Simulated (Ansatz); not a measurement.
## Several solutions for singlet PN

```yaml
atoms:
  - { symbol: P, position_ang: [0.0000, 0.0000, 0.0000] }
  - { symbol: N, position_ang: [0.0000, 0.0000, 2.0860] }
```

Basis set: 6-31G (spherical functions). Charge 0, multiplicity 1.

PBE0 (unrestricted) was run from several starts with Ansatz (development build ahead of 0.2.0).

```csv
run,program,start,converged,energy (hartree),<S²>
A,Ansatz,search for the lowest state,yes,-395.70088,1.61
B,Ansatz,"atomic start, no search",yes,-395.65475,0.00
C,Ansatz,stability test followed,yes,-395.70088,1.61
```

(1) Which runs reached the lowest solution of this kind, and what is wrong with the others?

## Answers

(1) A, C reached the lowest solution found. Converged but too high: B by 1.26 eV. Convergence only shows a stationary point, and even a stable one can lie too high; stability tests and further starts are what find lower ones. Caution: the unrestricted determinant is a mixture of spin states.
